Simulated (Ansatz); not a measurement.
Geometry optimisation, Ansatz, RKS B3LYP-D4/def2-SVP.

Input:

```yaml
crystal:
  periodic: [false, false, false]
  atoms:
    - { symbol: Si, position_ang: [-1.85872, 0.6392, -0.7631] }
    - { symbol: C, position_ang: [-0.10994, 0.22115, -0.65231] }
    - { symbol: Si, position_ang: [1.01146, 0.38661, -2.06713] }
    - { symbol: H, position_ang: [-2.00531, 1.07769, -2.26349] }
    - { symbol: H, position_ang: [0.33954, -0.12322, 0.28638] }
    - { symbol: H, position_ang: [0.65726, -0.37611, -3.32121] }
    - { symbol: H, position_ang: [2.41142, -0.07023, -1.77596] }
    - { symbol: H, position_ang: [1.23292, 1.76844, -2.64454] }
total_charge: -1
basis:
  gaussian: { orbitals: def2-SVP }
hamiltonian:
  xc: b3lyp
  dispersion: d4
relax:
  f_tol: 0.015
  max_steps: 40
output:
  orbitals: {}
```

Launched with:

```bash
$ ansatz run input.yaml --threads 1 --pin off --max-ram 2048MiB --backend cpu --events-out ev --progress --plain --runs-dir out
```

Task: Where does it end, and by what steps?

Result: The forces met the threshold. The force dipped under the threshold on the way, but the program's further checks kept it going. Limits of this set-up: an anion without diffuse functions, the dipole of an ion depends on the origin. After 22 steps the energy has fallen by 0.077 eV; H4 moved furthest, 0.84 Å.

| step | energy less start (eV) | largest force component (eV/Å) | accepted |
| --- | --- | --- | --- |
| 0 | 0.0000 | 0.592 | yes |
| 1 | -0.0261 | 0.408 | yes |
| 2 | -0.0418 | 0.226 | yes |
| 3 | -0.0431 | 0.125 | yes |
| 4 | -0.0439 | 0.052 | yes |
| 5 | -0.0444 | 0.015 | yes |
| 6 | -0.0455 | 0.064 | yes |
| 7 | -0.0427 | 0.272 | no |
| 8 | -0.0321 | 0.370 | no |
| 9 | -0.0473 | 0.028 | yes |
| 10 | -0.0502 | 0.089 | yes |
| 11 | -0.0491 | 0.305 | no |
| 12 | -0.0537 | 0.106 | yes |
| 13 | -0.0575 | 0.110 | yes |
| 14 | -0.0619 | 0.122 | yes |
| 15 | -0.0641 | 0.246 | yes |
| 16 | -0.0690 | 0.118 | yes |
| 17 | -0.0745 | 0.037 | yes |
| 18 | -0.0767 | 0.046 | yes |
| 19 | -0.0765 | 0.057 | no |
| 20 | -0.0772 | 0.024 | yes |
| 21 | -0.0773 | 0.026 | yes |
| 22 | -0.0774 | 0.012 | yes |

```xyz
8
Properties=species:S:1:pos:R:3
Si -1.910 0.371 -0.732
C -0.128 0.488 -0.698
Si 1.053 0.463 -2.083
H -2.115 0.244 -2.277
H 0.333 0.591 0.300
H 0.395 0.321 -3.427
H 2.101 -0.644 -2.056
H 1.949 1.689 -2.228
```

Time of the run: 47 s on 1 thread of Intel(R) Xeon(R) Processor @ 2.70GHz, on a shared host, peak memory 0.15 GiB.
